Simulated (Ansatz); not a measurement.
# H4NP: the cost of one run

Program: Ansatz 0.2.0. Level of theory: RKS B3LYP/def2-SVPD. These are calculated values, not measurements.

## (1) Starting point

Bond lengths: N1–P2 1.765 Å, N1–H3 1.031 Å, N1–H4 0.974 Å, P2–H5 1.432 Å, P2–H6 1.429 Å. Angles: N1–P2–H5 98.4°, N1–P2–H6 98.9°, H5–P2–H6 94.8°, P2–N1–H3 105.8°, P2–N1–H4 109.9°, H3–N1–H4 108.9°.

Structure file:

```xyz
6

N     0.3000   -0.8185    0.0926
P    -0.5752    0.7010   -0.1062
H     0.0295   -1.4049   -0.7109
H     0.0170   -1.2588    0.9141
H     0.2131    1.2591   -1.1631
H     0.0576    1.4581    0.9273
```

## (2) Relaxing end A

File input.yaml:

```yaml
crystal:
  periodic: [false, false, false]
  atoms:
    - { symbol: "N", position_ang: [0.3, -0.8185, 0.0926] }
    - { symbol: P, position_ang: [-0.5752, 0.701, -0.1062] }
    - { symbol: H, position_ang: [0.0295, -1.4049, -0.7109] }
    - { symbol: H, position_ang: [0.017, -1.2588, 0.9141] }
    - { symbol: H, position_ang: [0.2131, 1.2591, -1.1631] }
    - { symbol: H, position_ang: [0.0576, 1.4581, 0.9273] }
basis:
  gaussian: { orbitals: def2-SVPD }
hamiltonian:
  xc: b3lyp
relax:
  f_tol: 0.015
  max_steps: 40
```

Started as:

```console
> ansatz run input.yaml --threads 1 --pin off --max-ram 2048MiB --backend cpu --events-out ev --progress --plain --runs-dir out
```

**Question.** How long does this run take on 1 thread of Arm Neoverse V2, shared host, and how much memory does it need?

About 26 s, with a peak of 0.12 GiB.
